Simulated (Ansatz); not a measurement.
Geometry optimisation, RKS BLYP/cc-pVDZ (Ansatz 0.2.0).

Input file:

```yaml
crystal:
  periodic: [false, false, false]
  atoms:
    - { symbol: O, position_ang: [-1.1217, -0.5296, -0.0941] }
    - { symbol: C, position_ang: [-0.0663, 0.2548, 0.3434] }
    - { symbol: O, position_ang: [-0.38496, 0.63752, 1.63202] }
    - { symbol: H, position_ang: [-1.0853, -0.4398, -1.0779] }
    - { symbol: H, position_ang: [0.89182, -0.2877, 0.33163] }
    - { symbol: H, position_ang: [0.0251, 1.14453, -0.29216] }
    - { symbol: H, position_ang: [-0.10172, -0.04565, 2.2669] }
basis:
  gaussian: { orbitals: cc-pVDZ }
hamiltonian:
  xc: blyp
relax:
  f_tol: 0.015
  max_steps: 40
```

Launched with:

```bash
$ ansatz run input.yaml --threads 1 --pin off --max-ram 2048MiB --backend cpu --events-out ev --progress --plain --runs-dir out
```

Where does it end, and by what steps?

The run converged. After 21 steps the energy has fallen by 0.244 eV; H4 moved furthest, 0.96 Å.

| step | energy less start (eV) | largest force component (eV/Å) | accepted |
| --- | --- | --- | --- |
| 0 | 0.0000 | 1.632 | yes |
| 1 | -0.1208 | 0.476 | yes |
| 2 | -0.1456 | 0.171 | yes |
| 3 | -0.1554 | 0.158 | yes |
| 4 | -0.1578 | 0.088 | yes |
| 5 | -0.1588 | 0.051 | yes |
| 6 | -0.1583 | 0.740 | no |
| 7 | -0.1611 | 0.037 | yes |
| 8 | -0.1682 | 0.385 | yes |
| 9 | -0.1608 | 1.125 | no |
| 10 | -0.1740 | 0.248 | yes |
| 11 | -0.1814 | 0.168 | yes |
| 12 | -0.1893 | 0.085 | yes |
| 13 | -0.1956 | 0.101 | yes |
| 14 | -0.1855 | 0.345 | no |
| 15 | -0.1964 | 0.210 | yes |
| 16 | -0.2025 | 0.124 | yes |
| 17 | -0.2167 | 0.249 | yes |
| 18 | -0.2383 | 0.197 | yes |
| 19 | -0.2291 | 0.465 | no |
| 20 | -0.2434 | 0.024 | yes |
| 21 | -0.2436 | 0.007 | yes |

```xyz
7
Properties=species:S:1:pos:R:3
O -1.104 -0.099 -0.513
C -0.029 0.418 0.266
O -0.318 0.554 1.654
H -1.144 -1.066 -0.355
H 0.903 -0.183 0.109
H 0.132 1.450 -0.103
H -0.282 -0.341 2.052
```

Whether the end is a true minimum wasn't checked by a vibrational analysis.

Time of the run: 56 s on 1 thread of Intel(R) Xeon(R) Processor @ 2.50GHz (Skylake/Cascade Lake) (shared host), peak memory 0.12 GiB.
